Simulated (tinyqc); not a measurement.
Worked calculation (part 2 of 2): RKS/PBE0 in the sto-6g basis, for BH2+, spin multiplicity 1. Computed by tinyqc, a small Python program that keeps every step (integrals from PySCF). Command: `OMP_NUM_THREADS=1 python tinyqc.py 26733 26734 out.jsonl` (the two numbers bound the seeds that draw the settings). One thread of a shared host (Intel(R) Xeon(R) Processor @ 2.60GHz), about 1 s of CPU time with the checks.

Geometry (angstrom):
```
atom         x          y         z
B     0.000000   0.000000  0.000000
H     0.000000   1.423000  0.508000
H     0.000000  -1.506000  0.537000
```

## Iteration 2: building the Kohn-Sham matrix

D after iteration 1, order 1B 1s, 1B 2s, 1B 2px, 1B 2py, 1B 2pz, 2H 1s, 3H 1s:
$$\begin{pmatrix}
2.090470 & -0.346212 & 0.000000 & -0.004945 & -0.092779 & -0.065614 & -0.063235 \\
-0.346212 & 1.344936 & 0.000000 & 0.017630 & 0.364211 & 0.153110 & 0.155988 \\
0.000000 & 0.000000 & 0.000000 & 0.000000 & 0.000000 & 0.000000 & 0.000000 \\
-0.004945 & 0.017630 & 0.000000 & 1.258652 & 0.003481 & 0.081312 & -0.090563 \\
-0.092779 & 0.364211 & 0.000000 & 0.003481 & 0.105021 & 0.005562 & 0.006918 \\
-0.065614 & 0.153110 & 0.000000 & 0.081312 & 0.005562 & 0.522427 & -0.097891 \\
-0.063235 & 0.155988 & 0.000000 & -0.090563 & 0.006918 & -0.097891 & 0.567031
\end{pmatrix}$$

core Hamiltonian H = T + V (hartree), order 1B 1s, 1B 2s, 1B 2px, 1B 2py, 1B 2pz, 2H 1s, 3H 1s:
$$\begin{pmatrix}
-13.125672 & -3.258512 & 0.000000 & -0.001219 & -0.007709 & -0.414074 & -0.338604 \\
-3.258512 & -4.051104 & 0.000000 & -0.009859 & -0.071644 & -1.143075 & -0.998897 \\
0.000000 & 0.000000 & -3.253856 & 0.000000 & 0.000000 & 0.000000 & 0.000000 \\
-0.001219 & -0.009859 & 0.000000 & -3.377718 & -0.003001 & -1.082779 & 0.967820 \\
-0.007709 & -0.071644 & 0.000000 & -0.003001 & -3.269624 & -0.394250 & -0.352154 \\
-0.414074 & -1.143075 & 0.000000 & -1.082779 & -0.394250 & -2.396143 & -0.091728 \\
-0.338604 & -0.998897 & 0.000000 & 0.967820 & -0.352154 & -0.091728 & -2.302167
\end{pmatrix}$$

nuclear repulsion = 3.58663235 hartree

V_xc (hartree), order 1B 1s, 1B 2s, 1B 2px, 1B 2py, 1B 2pz, 2H 1s, 3H 1s:
$$\begin{pmatrix}
-1.425228 & -0.192404 & 0.000000 & -0.000162 & -0.003298 & -0.026455 & -0.021583 \\
-0.192404 & -0.324248 & 0.000000 & -0.001439 & -0.036498 & -0.099505 & -0.086479 \\
0.000000 & 0.000000 & -0.301000 & 0.000000 & 0.000000 & 0.000000 & 0.000000 \\
-0.000162 & -0.001439 & 0.000000 & -0.370032 & -0.000056 & -0.108845 & 0.096118 \\
-0.003298 & -0.036498 & 0.000000 & -0.000056 & -0.300036 & -0.041039 & -0.036230 \\
-0.026455 & -0.099505 & 0.000000 & -0.108845 & -0.041039 & -0.303161 & -0.006952 \\
-0.021583 & -0.086479 & 0.000000 & 0.096118 & -0.036230 & -0.006952 & -0.301991
\end{pmatrix}$$

E_xc = sum of w rho eps_xc = -3.29218388 hartree

Given earlier and not repeated: Two-electron integrals (ij|kl) in chemists' order.

J_ij = sum D_kl (ij|kl), K_ij = sum D_kl (ik|jl); F = H + J - 0.125 K + V_xc; E = tr D H + tr D J / 2 - 0.0625 tr D K + E_xc + E_nn.

Coulomb J (hartree), order 1B 1s, 1B 2s, 1B 2px, 1B 2py, 1B 2pz, 2H 1s, 3H 1s:
$$\begin{pmatrix}
8.301607 & 1.582208 & 0.000000 & 0.001215 & 0.024051 & 0.203826 & 0.166414 \\
1.582208 & 3.383828 & 0.000000 & 0.004735 & 0.126425 & 0.921435 & 0.805372 \\
0.000000 & 0.000000 & 3.330804 & 0.000000 & 0.000000 & 0.000000 & 0.000000 \\
0.001215 & 0.004735 & 0.000000 & 3.475367 & 0.000435 & 0.936249 & -0.834881 \\
0.024051 & 0.126425 & 0.000000 & 0.000435 & 3.345309 & 0.348865 & 0.310488 \\
0.203826 & 0.921435 & 0.000000 & 0.936249 & 0.348865 & 2.274301 & 0.068109 \\
0.166414 & 0.805372 & 0.000000 & -0.834881 & 0.310488 & 0.068109 & 2.205700
\end{pmatrix}$$

exchange K (hartree), order 1B 1s, 1B 2s, 1B 2px, 1B 2py, 1B 2pz, 2H 1s, 3H 1s:
$$\begin{pmatrix}
5.938209 & 1.012461 & 0.000000 & 0.000107 & 0.008886 & 0.137651 & 0.112766 \\
1.012461 & 1.108030 & 0.000000 & 0.017997 & 0.263628 & 0.446236 & 0.395594 \\
0.000000 & 0.000000 & 0.245379 & 0.000000 & 0.000000 & 0.000000 & 0.000000 \\
0.000107 & 0.017997 & 0.000000 & 1.090950 & 0.003888 & 0.432232 & -0.391979 \\
0.008886 & 0.263628 & 0.000000 & 0.003888 & 0.316020 & 0.141682 & 0.126916 \\
0.137651 & 0.446236 & 0.000000 & 0.432232 & 0.141682 & 0.698632 & 0.023009 \\
0.112766 & 0.395594 & 0.000000 & -0.391979 & 0.126916 & 0.023009 & 0.681797
\end{pmatrix}$$

Kohn-Sham matrix F (hartree), order 1B 1s, 1B 2s, 1B 2px, 1B 2py, 1B 2pz, 2H 1s, 3H 1s:
$$\begin{pmatrix}
-6.991570 & -1.995266 & 0.000000 & -0.000180 & 0.011933 & -0.253909 & -0.207869 \\
-1.995266 & -1.130028 & 0.000000 & -0.008813 & -0.014670 & -0.376924 & -0.329454 \\
0.000000 & 0.000000 & -0.254725 & 0.000000 & 0.000000 & 0.000000 & 0.000000 \\
-0.000180 & -0.008813 & 0.000000 & -0.408752 & -0.003108 & -0.309403 & 0.278055 \\
0.011933 & -0.014670 & 0.000000 & -0.003108 & -0.263854 & -0.104134 & -0.093761 \\
-0.253909 & -0.376924 & 0.000000 & -0.309403 & -0.104134 & -0.512332 & -0.033448 \\
-0.207869 & -0.329454 & 0.000000 & 0.278055 & -0.093761 & -0.033448 & -0.483682
\end{pmatrix}$$

total energy of this density = -25.01885098 hartree

This density is a damped mixture and is not idempotent.

## Iteration 2: diagonalisation and new density

X, order 1B 1s, 1B 2s, 1B 2px, 1B 2py, 1B 2pz, 2H 1s, 3H 1s:
$$\begin{pmatrix}
1.029444 & -0.150153 & 0.000000 & -0.001148 & -0.004291 & 0.020484 & 0.018809 \\
-0.150153 & 1.117122 & 0.000000 & 0.011794 & 0.033345 & -0.195209 & -0.167234 \\
0.000000 & 0.000000 & 1.000000 & 0.000000 & 0.000000 & 0.000000 & 0.000000 \\
-0.001148 & 0.011794 & 0.000000 & 1.102756 & 0.004068 & -0.211757 & 0.187103 \\
-0.004291 & 0.033345 & 0.000000 & 0.004068 & 1.012444 & -0.072586 & -0.063414 \\
0.020484 & -0.195209 & 0.000000 & -0.211757 & -0.072586 & 1.112902 & -0.016959 \\
0.018809 & -0.167234 & 0.000000 & 0.187103 & -0.063414 & -0.016959 & 1.088431
\end{pmatrix}$$

overlap S, order 1B 1s, 1B 2s, 1B 2px, 1B 2py, 1B 2pz, 2H 1s, 3H 1s:
$$\begin{pmatrix}
1.000000 & 0.264891 & 0.000000 & 0.000000 & 0.000000 & 0.033388 & 0.027315 \\
0.264891 & 1.000000 & 0.000000 & 0.000000 & 0.000000 & 0.325772 & 0.290617 \\
0.000000 & 0.000000 & 1.000000 & 0.000000 & 0.000000 & 0.000000 & 0.000000 \\
0.000000 & 0.000000 & 0.000000 & 1.000000 & 0.000000 & 0.348399 & -0.317506 \\
0.000000 & 0.000000 & 0.000000 & 0.000000 & 1.000000 & 0.124376 & 0.113214 \\
0.033388 & 0.325772 & 0.000000 & 0.348399 & 0.124376 & 1.000000 & 0.024636 \\
0.027315 & 0.290617 & 0.000000 & -0.317506 & 0.113214 & 0.024636 & 1.000000
\end{pmatrix}$$

Diagonalise F' = X^T F X, C = X C', fill 3 alpha and 3 beta electrons from the bottom; D = 2 C_occ C_occ^T; the new density keeps 0.5 of the old one (damping). Each column has its largest component positive (the first on a tie).

F' = X^T F X (hartree):
$$\begin{pmatrix}
-6.833084 & -1.011869 & 0.000000 & -0.000890 & 0.004880 & -0.008346 & 0.000900 \\
-1.011869 & -0.670629 & 0.000000 & 0.004118 & 0.022419 & -0.172301 & -0.148199 \\
0.000000 & 0.000000 & -0.254725 & 0.000000 & 0.000000 & 0.000000 & 0.000000 \\
-0.000890 & 0.004118 & 0.000000 & -0.275028 & 0.002156 & -0.203659 & 0.180767 \\
0.004880 & 0.022419 & 0.000000 & 0.002156 & -0.247026 & -0.068734 & -0.060221 \\
-0.008346 & -0.172301 & 0.000000 & -0.203659 & -0.068734 & -0.369876 & -0.020557 \\
0.000900 & -0.148199 & 0.000000 & 0.180767 & -0.060221 & -0.020557 & -0.371150
\end{pmatrix}$$

orbital energies (hartree): MO1 -6.995255, MO2 -0.685853, MO3 -0.585023, MO4 -0.317371, MO5 -0.254725, MO6 -0.148170, MO7 -0.035121

coefficients C, order 1B 1s, 1B 2s, 1B 2px, 1B 2py, 1B 2pz, 2H 1s, 3H 1s:
$$\begin{pmatrix}
0.992883 & -0.226952 & 0.032193 & 0.151975 & 0.000000 & -0.144197 & -0.029064 \\
0.026817 & 0.712817 & -0.113128 & -0.617291 & 0.000000 & 0.643558 & 0.144885 \\
0.000000 & 0.000000 & 0.000000 & 0.000000 & 1.000000 & 0.000000 & 0.000000 \\
0.000346 & 0.063914 & 0.508176 & 0.013208 & 0.000000 & -0.138772 & 1.007133 \\
-0.000735 & 0.058958 & -0.003574 & 0.698238 & 0.000000 & 0.730784 & 0.102019 \\
-0.004687 & 0.385901 & 0.418860 & 0.377247 & 0.000000 & -0.500299 & -0.781330 \\
-0.004173 & 0.263736 & -0.502186 & 0.411608 & 0.000000 & -0.680542 & 0.545891
\end{pmatrix}$$

D after iteration 2, order 1B 1s, 1B 2s, 1B 2px, 1B 2py, 1B 2pz, 2H 1s, 3H 1s:
$$\begin{pmatrix}
2.083595 & -0.311897 & 0.000000 & -0.000275 & -0.060616 & -0.111557 & -0.111783 \\
-0.311897 & 1.194092 & 0.000000 & -0.003106 & 0.224517 & 0.304121 & 0.322689 \\
0.000000 & 0.000000 & 0.000000 & 0.000000 & 0.000000 & 0.000000 & 0.000000 \\
-0.000275 & -0.003106 & 0.000000 & 0.891653 & 0.003692 & 0.278173 & -0.283625 \\
-0.060616 & 0.224517 & 0.000000 & 0.003692 & 0.056000 & 0.024039 & 0.020806 \\
-0.111557 & 0.304121 & 0.000000 & 0.278173 & 0.024039 & 0.585599 & -0.157496 \\
-0.111783 & 0.322689 & 0.000000 & -0.283625 & 0.020806 & -0.157496 & 0.605280
\end{pmatrix}$$

## Iteration 28 (converged): orbitals

converged F (hartree), order 1B 1s, 1B 2s, 1B 2px, 1B 2py, 1B 2pz, 2H 1s, 3H 1s:
$$\begin{pmatrix}
-7.182826 & -2.037086 & 0.000000 & -0.000521 & 0.004986 & -0.259051 & -0.212033 \\
-2.037086 & -1.219169 & 0.000000 & -0.006078 & -0.017541 & -0.400246 & -0.353538 \\
0.000000 & 0.000000 & -0.339349 & 0.000000 & 0.000000 & 0.000000 & 0.000000 \\
-0.000521 & -0.006078 & 0.000000 & -0.474424 & -0.003376 & -0.330239 & 0.301491 \\
0.004986 & -0.017541 & 0.000000 & -0.003376 & -0.348200 & -0.108804 & -0.098139 \\
-0.259051 & -0.400246 & 0.000000 & -0.330239 & -0.108804 & -0.516886 & -0.031527 \\
-0.212033 & -0.353538 & 0.000000 & 0.301491 & -0.098139 & -0.031527 & -0.498073
\end{pmatrix}$$

Diagonalise F' = X^T F X, C = X C', fill 3 alpha and 3 beta electrons from the bottom; D = 2 C_occ C_occ^T. Each column has its largest component positive (the first on a tie).

F' = X^T F X (hartree):
$$\begin{pmatrix}
-7.024894 & -1.017119 & 0.000000 & -0.001586 & -0.001754 & -0.007658 & 0.001757 \\
-1.017119 & -0.754007 & 0.000000 & 0.006653 & 0.019648 & -0.183912 & -0.159482 \\
0.000000 & 0.000000 & -0.339349 & 0.000000 & 0.000000 & 0.000000 & 0.000000 \\
-0.001586 & 0.006653 & 0.000000 & -0.336280 & 0.001649 & -0.215439 & 0.193291 \\
-0.001754 & 0.019648 & 0.000000 & 0.001649 & -0.332317 & -0.068038 & -0.059280 \\
-0.007658 & -0.183912 & 0.000000 & -0.215439 & -0.068038 & -0.361490 & -0.018516 \\
0.001757 & -0.159482 & 0.000000 & 0.193291 & -0.059280 & -0.018516 & -0.374678
\end{pmatrix}$$

orbital energies (hartree): MO1 -7.186015, MO2 -0.753740, MO3 -0.631340, MO4 -0.378956, MO5 -0.339349, MO6 -0.183594, MO7 -0.050022

coefficients C, order 1B 1s, 1B 2s, 1B 2px, 1B 2py, 1B 2pz, 2H 1s, 3H 1s:
$$\begin{pmatrix}
0.993438 & -0.243005 & 0.018653 & 0.108909 & 0.000000 & 0.154831 & -0.030697 \\
0.024825 & 0.786936 & -0.070723 & -0.447197 & 0.000000 & -0.699369 & 0.154412 \\
0.000000 & 0.000000 & 0.000000 & 0.000000 & 1.000000 & 0.000000 & 0.000000 \\
0.000383 & 0.036614 & 0.568032 & 0.006534 & 0.000000 & 0.142736 & 0.975530 \\
0.000260 & 0.056129 & 0.003502 & 0.826597 & 0.000000 & -0.584125 & 0.088608 \\
-0.004445 & 0.301237 & 0.404775 & 0.274844 & 0.000000 & 0.571057 & -0.819282 \\
-0.003918 & 0.241162 & -0.444421 & 0.304850 & 0.000000 & 0.770678 & 0.556559
\end{pmatrix}$$

D after iteration 28, order 1B 1s, 1B 2s, 1B 2px, 1B 2py, 1B 2pz, 2H 1s, 3H 1s:
$$\begin{pmatrix}
2.092636 & -0.335773 & 0.000000 & 0.004158 & -0.026632 & -0.140136 & -0.141572 \\
-0.335773 & 1.249773 & 0.000000 & -0.022701 & 0.087857 & 0.416634 & 0.442225 \\
0.000000 & 0.000000 & 0.000000 & 0.000000 & 0.000000 & 0.000000 & 0.000000 \\
0.004158 & -0.022701 & 0.000000 & 0.648003 & 0.008088 & 0.481907 & -0.487234 \\
-0.026632 & 0.087857 & 0.000000 & 0.008088 & 0.006326 & 0.036648 & 0.023958 \\
-0.140136 & 0.416634 & 0.000000 & 0.481907 & 0.036648 & 0.509213 & -0.214453 \\
-0.141572 & 0.442225 & 0.000000 & -0.487234 & 0.023958 & -0.214453 & 0.511370
\end{pmatrix}$$

## Convergence

Stop when the energy changes by less than 1e-08 hartree and every element of the error matrix X^T (F D S - S D F) X is below 3e-05.

Course of the cycle:
```
iteration   E (hartree)     change  largest element of the error matrix
1          -24.50124039          -                             4.50e-01
2          -25.01885098  -5.18e-01                             1.52e-01
3          -25.22556420  -2.07e-01                             5.35e-02
4          -25.33071475  -1.05e-01                             2.52e-02
5          -25.38390670  -5.32e-02                             1.22e-02
6          -25.41067770  -2.68e-02                             6.27e-03
7          -25.42410387  -1.34e-02                             3.13e-03
8          -25.43082736  -6.72e-03                             1.56e-03
9          -25.43419170  -3.36e-03                             7.82e-04
10         -25.43587452  -1.68e-03                             3.91e-04
11         -25.43671610  -8.42e-04                             1.96e-04
12         -25.43713693  -4.21e-04                             9.78e-05
13         -25.43734735  -2.10e-04                             4.89e-05
14         -25.43745256  -1.05e-04                             2.45e-05
15         -25.43750517  -5.26e-05                             1.22e-05
16         -25.43753148  -2.63e-05                             6.11e-06
17         -25.43754463  -1.32e-05                             3.06e-06
18         -25.43755120  -6.58e-06                             1.53e-06
19         -25.43755449  -3.29e-06                             7.64e-07
20         -25.43755614  -1.64e-06                             3.82e-07
21         -25.43755696  -8.22e-07                             1.91e-07
22         -25.43755737  -4.11e-07                             9.55e-08
23         -25.43755757  -2.06e-07                             4.78e-08
24         -25.43755768  -1.03e-07                             2.39e-08
25         -25.43755773  -5.14e-08                             1.19e-08
26         -25.43755775  -2.57e-08                             5.97e-09
27         -25.43755777  -1.28e-08                             2.98e-09
28         -25.43755777  -6.42e-09                             1.49e-09
```

PySCF RKS in the same basis, fine grid = -25.43599499 hartree

Converged in 28 iterations. The coarse grid moves the energy by -1.56e-03 hartree.

## Populations, bond orders and dipole

Mulliken: Z minus the diagonal of D S on the atom; Loewdin: the same with S^(1/2) D S^(1/2); Mayer order: 2 sum_s sum (D(s) S)_ij (D(s) S)_ji over the two atoms.

Charges (e):
```
atom  Mulliken   Loewdin
1B    0.595582  0.645345
2H    0.192568  0.165929
3H    0.211850  0.188726
```

Mayer bond orders:
```
pair     order
2-1   0.909375
3-1   0.901577
3-2   0.053542
```

dipole moment about the origin, x y z (debye): [0.000000, -0.182072, 0.357260]
